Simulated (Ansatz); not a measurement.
# BClH3N: energy of protonation at one site from a Python script

The task is the energy of protonation at one site, for BClH3N. SMILES: NBCl.

Program: Ansatz 0.2.0 through its Python package. Level of theory: Hartree-Fock/def2-SVP. These are calculated values, not measurements.

### 1 The structure

Bond lengths: N1–B2 1.472 Å, B2–Cl3 1.835 Å, N1–H4 1.015 Å, N1–H5 1.083 Å, B2–H6 1.170 Å. Angles: N1–B2–Cl3 120.9°, N1–B2–H6 118.9°, Cl3–B2–H6 120.2°, B2–N1–H4 109.4°, B2–N1–H5 108.7°, H4–N1–H5 104.3°.

No structure file is read: the coordinates are typed or built in the script.

### 2 Script

The input, pa_bclh3n.py:

```python
# -*- coding: utf-8 -*-
import warnings

import ansatz as az
from ase import Atoms
import numpy as np


def main():
    warnings.simplefilter("ignore", az.DeckWarning)

    atoms = Atoms(["N", "B", "Cl", "H", "H", "H"], positions=[
        (-0.7061, -0.0559, -0.5348),
        (0.3324, -0.1389, 0.5053),
        (0.4766, 1.156, 1.7972),
        (-0.5807, -0.8133, -1.1986),
        (-0.5421, 0.8412, -1.1196),
        (1.0621, -1.0531, 0.5044),
    ])
    bclh3n = az.Crystal.molecule_from_ase(atoms)

    model = (
        bclh3n.calculation()
        .basis(gaussian="def2-SVP")
        .functional("hf")
        .accuracy("medium")
    )
    symbols = [site.symbol for site in bclh3n.cartesian_sites]
    start = np.array([site.position_ang for site in bclh3n.cartesian_sites], dtype=float)
    summary = model.relax(force_tolerance=0.01).run().report
    end = np.array(summary["positions_ang"])

    away = sum((end[0] - end[j]) / np.linalg.norm(end[0] - end[j]) for j in [1, 3, 4]) + np.array([0.15, 0.1, -0.2])
    proton = end[0] + 1.0 * away / np.linalg.norm(away)
    acid = az.Crystal.molecule()
    for symbol, place in zip(symbols, end):
        acid = acid.atom(symbol, place.tolist())
    acid = acid.atom("H", proton.tolist())
    protonated = (
        acid.calculation()
        .basis(gaussian="def2-SVP")
        .functional("hf")
        .accuracy("medium")
        .charge(1)
        .relax(force_tolerance=0.01, max_steps=80)
    )
    after = protonated.run().report
    xyz = np.array(after["positions_ang"])
    reach = np.linalg.norm(xyz[:-1] - xyz[-1], axis=1)
    print(f"base {summary['free_energy_ev']:.5f} eV, protonated {after['free_energy_ev']:.5f} eV")
    print(f"the proton ends {reach.min():.3f} A from {symbols[reach.argmin()]}{reach.argmin()}")
    print(f"electronic proton affinity {(summary['free_energy_ev'] - after['free_energy_ev']):.3f} eV")


if __name__ == "__main__":
    main()
```

### 3 What the engine is handed

The package turns the script's settings into the engine's input (first run):

```yaml
crystal:
  periodic: [false, false, false]
  atoms:
    - { symbol: "N", position_ang: [-0.7061, -0.0559, -0.5348] }
    - { symbol: B, position_ang: [0.3324, -0.1389, 0.5053] }
    - { symbol: Cl, position_ang: [0.4766, 1.156, 1.7972] }
    - { symbol: H, position_ang: [-0.5807, -0.8133, -1.1986] }
    - { symbol: H, position_ang: [-0.5421, 0.8412, -1.1196] }
    - { symbol: H, position_ang: [1.0621, -1.0531, 0.5044] }
accuracy: medium
basis:
  gaussian:
    orbitals: def2-SVP
hamiltonian:
  xc: hf
relax:
  f_tol: 0.01
```

### 4 The run

Started as:

```sh
python pa_bclh3n.py
```

Q: Predict the main results. Wanted: electronic proton affinity; moves of the relaxation of run 1; energy gained in run 1; last largest force component of run 1; moves of the relaxation of run 2; energy gained in run 2; last largest force component of run 2.

As calculated:

| quantity | value |
| --- | --- |
| electronic proton affinity | 8.391 eV |
| runs compared | 2 |
| moves of the relaxation of run 1 | 7 |
| energy gained in run 1 | 0.788 eV |
| last largest force component of run 1 | 0.0034 eV/Å |
| moves of the relaxation of run 2 | 11 |
| energy gained in run 2 | 1.427 eV |
| last largest force component of run 2 | 0.0062 eV/Å |

What this shows: Run 1: The relaxation took 7 moves; the largest shift is 0.407 Å, of atom 5 (H). Run 2: After 11 moves the largest shift is 0.452 Å, of atom 7 (H). Reading the output:
- The proton is put on one chosen atom, which needn't be the most basic site, so the molecule's proton affinity can be higher; the ends are stationary points, not checked by frequencies, and zero-point and thermal terms count only where printed.
